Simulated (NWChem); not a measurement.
System: B cation, singlet

The following NWChem deck was run.

```
start job
memory heap 200 mb stack 900 mb global 1100 mb
charge 1
geometry units angstroms noautoz
  B      0.000000     0.000000     0.000000
end
basis spherical
  * library cc-pvdz
end
dft
  xc b3lyp
  iterations 150
  mulliken
end
task dft gradient
```

Excerpt of the output:

```
             Northwest Computational Chemistry Package (NWChem) 7.3.0
             --------------------------------------------------------

                             Geometry "geometry" -> ""
                             -------------------------

 Output coordinates in angstroms (scale by  1.889725989 to convert to a.u.)

  No.       Tag          Charge          X              Y              Z
 ---- ---------------- ---------- -------------- -------------- --------------
    1 B                    5.0000     0.00000000     0.00000000     0.00000000

 Effective nuclear repulsion energy (a.u.)       0.0000000000

                                 NWChem DFT Module
                                 -----------------

 Summary of "ao basis" -> "ao basis" (spherical)
 ------------------------------------------------------------------------------
       Tag                 Description            Shells   Functions and Types
 ---------------- ------------------------------  ------  ---------------------
 B                          cc-pvdz                  6       14   3s2p1d

            General Information
            -------------------
          SCF calculation type: DFT
          Wavefunction type:  closed shell.
          No. of atoms     :     1
          No. of electrons :     4
           Alpha electrons :     2
            Beta electrons :     2
          Charge           :     1
          Spin multiplicity:     1
          Use of symmetry is: off; symmetry adaption is: off
          Maximum number of iterations: 150
          AO basis - number of functions:    14
                     number of shells:     6
          Convergence on energy requested:  1.00D-06
          Convergence on density requested:  1.00D-05
          Convergence on gradient requested:  5.00D-04

              XC Information
              --------------
                         B3LYP Method XC Potential
                     Hartree-Fock (Exact) Exchange  0.200
                        Slater Exchange Functional  0.800 local
                    Becke 1988 Exchange Functional  0.720 non-local
              Lee-Yang-Parr Correlation Functional  0.810
                  VWN I RPA Correlation Functional  0.190 local

             Grid Information
             ----------------
          Grid used for XC integration:  medium
          Radial quadrature: Mura-Knowles
          Angular quadrature: Lebedev.
          Tag              B.-S. Rad. Rad. Pts. Rad. Cut. Ang. Pts.
          ---              ---------- --------- --------- ---------
          B                   0.85       49           5.0       434
          Grid pruning is: on
          Number of quadrature shells:    49
          Spatial weights used:  Erf1

      Superposition of Atomic Density Guess
      -------------------------------------

 Sum of atomic energies:         -24.53294670

 Renormalizing density from       5.00 to      4

      Non-variational initial energy
      ------------------------------

 Total energy =     -20.768877
 1-e energy   =     -25.901791
 2-e energy   =       5.132914
 HOMO         =      -0.931018
 LUMO         =      -0.445382

     ---------------------------------------------
      Total Density - Mulliken Population Analysis
     ---------------------------------------------

    Atom       Charge   Shell Charges
 -----------   ------   -------------------------------------------------------
    1 B    5     4.00   2.00  1.33  0.68  0.00  0.00  0.00

   convergence    iter        energy       DeltaE   RMS-Dens  Diis-err
 ---------------- ----- ----------------- --------- --------- ---------
 d= 0,ls=0.0,diis     1    -24.3371550046 -2.43D+01  9.09D-03  3.62D-02
 d= 0,ls=0.0,diis     2    -24.3390333750 -1.88D-03  6.22D-04  1.54D-05
 d= 0,ls=0.0,diis     3    -24.3390398735 -6.50D-06  3.32D-05  5.89D-08
 d= 0,ls=0.0,diis     4    -24.3390398871 -1.36D-08  1.02D-07  4.25D-13

         Total DFT energy =      -24.339039887142
      One electron energy =      -30.333798547152
           Coulomb energy =        9.581949328736
    Exchange-Corr. energy =       -3.587190668726
 Nuclear repulsion energy =        0.000000000000

 Numeric. integr. density =        3.999999972333

                       DFT Final Molecular Orbital Analysis
                       ------------------------------------

 Vector    1  Occ=2.000000D+00  E=-7.365630D+00
              MO Center=  5.2D-18, -4.8D-19, -1.7D-18, r^2= 4.1D-02
   Bfn.  Coefficient  Atom+Function         Bfn.  Coefficient  Atom+Function
  ----- ------------  ---------------      ----- ------------  ---------------
     1      1.003627  1 B  s

 Vector    2  Occ=2.000000D+00  E=-7.589441D-01
              MO Center=  2.4D-15,  2.5D-15,  2.0D-15, r^2= 1.1D+00
   Bfn.  Coefficient  Atom+Function         Bfn.  Coefficient  Atom+Function
  ----- ------------  ---------------      ----- ------------  ---------------
     2      0.662062  1 B  s                  3      0.411015  1 B  s
     1      0.061484  1 B  s

 Vector    3  Occ=0.000000D+00  E=-4.576623D-01
              MO Center= -2.5D-16, -5.0D-16, -9.1D-16, r^2= 1.3D+00
   Bfn.  Coefficient  Atom+Function         Bfn.  Coefficient  Atom+Function
  ----- ------------  ---------------      ----- ------------  ---------------
     6      0.660186  1 B  pz                 4     -0.423661  1 B  px
     9      0.271363  1 B  pz                 7     -0.174142  1 B  px
     5     -0.061496  1 B  py                 8     -0.025277  1 B  py

[...]

                         DFT ENERGY GRADIENTS

    atom               coordinates                        gradient
                 x          y          z           x          y          z
   1 B       0.000000   0.000000   0.000000    0.000000   0.000000   0.000000
```

Level: B3LYP/cc-pVDZ. Low-valent species are run as closed-shell singlets; no triplet was tried in these runs.
